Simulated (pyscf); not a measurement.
Single points on ωB97X-D3(BJ)/def2-SVP structures (PySCF, gas phase).

Task: For the elementary gas-phase step `[OH][Si]([OH])([F])[F]` + `[FH]` + `[OH2]` → `[OH][Si]([F])([F])[F]` + `[OH2]` + `[OH2]` (singlet surface; O–Si, F–H, H–O broken, F–Si, H–O, H–O formed), what barrier and reaction energy does ωB97M-D3(BJ)/def2-TZVP give, measured from the separated reactants?

Result: ΔE‡ = -36.7 kJ/mol, ΔE = -34.1 kJ/mol. Zero-point energy shifts the barrier by +21.2 kJ/mol. It is a multi-bond step, with an imaginary mode of 294i cm⁻¹. On the reactant side the descent ends in a bound adduct (not fully relaxed), 94.5 kJ/mol under the separated species and 59.3 kJ/mol under the saddle at ωB97X-D3(BJ)/def2-TZVP. On the product side the descent ends in an adduct with a O–Si contact, 33.1 kJ/mol under the separated species and 30.4 kJ/mol under the saddle at ωB97X-D3(BJ)/def2-TZVP. At ωB97M-D3(BJ) the saddle lies under the separated reactants, which points to a path from their complex (located at ωB97X-D3(BJ) alone). At ωB97M-D3(BJ) the saddle lies under the separated products, which points to a path from their complex (located at ωB97X-D3(BJ) alone). What is counted as broken (O–Si) persists as a longer contact in the product adduct; parting that adduct is a step of its own. This is the saddle that the search found; another between the same sides may lie lower.
